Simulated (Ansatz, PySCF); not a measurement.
This Ansatz (a program for electronic structure) input computes a PBE/def2-TZVPD energy:

Ansatz 0.2 input:
```yaml
crystal:
  periodic: [false, false, false]
  atoms:
    - {symbol: B, position_ang: [-0.00000000, 0.00000000, -0.00000000]}
    - {symbol: Cl, position_ang: [1.65385888, -0.25807139, -0.42648403]}
    - {symbol: Cl, position_ang: [-0.63004790, -0.67179838, 1.46132312]}
    - {symbol: Cl, position_ang: [-1.02381098, 0.92986978, -1.03483909]}
basis:
  gaussian:
    orbitals: def2-TZVPD
hamiltonian:
  xc: {name: PBE}
total_charge: 1
magnetization: {spin_polarized: true, initial_magnetization: 1}
output: {forces: true}
```

Question: Write an input for the same energy in PySCF and say what it gives.

Answer: 
```python
from pyscf import gto, scf, dft

mol = gto.M(
    atom='''
    B    -0.00000000    0.00000000   -0.00000000
    Cl    1.65385888   -0.25807139   -0.42648403
    Cl   -0.63004790   -0.67179838    1.46132312
    Cl   -1.02381098    0.92986978   -1.03483909
    ''',
    basis='def2-tzvpd',
    charge=1,
    spin=1,
    verbose=4,
)

mf = dft.UKS(mol, xc='pbe').density_fit(auxbasis='def2-universal-jkfit')
mf.grids.level = 3
mf.conv_tol = 1e-9
mf.max_cycle = 100
mf.max_memory = 1500
mf.kernel()
if not mf.converged:
    mf = mf.newton()
    mf.kernel(mf.make_rdm1())
for _ in range(2):
    mo, _, stable, _ = mf.stability(return_status=True)
    if stable:
        break
    mf.kernel(mf.make_rdm1(mo, mf.mo_occ))
mf.analyze()
```
It gives -1404.62627 Eh, and Ansatz -1404.62623 Eh, a difference of 0.04 mEh, from the treatment of integrals and grids.
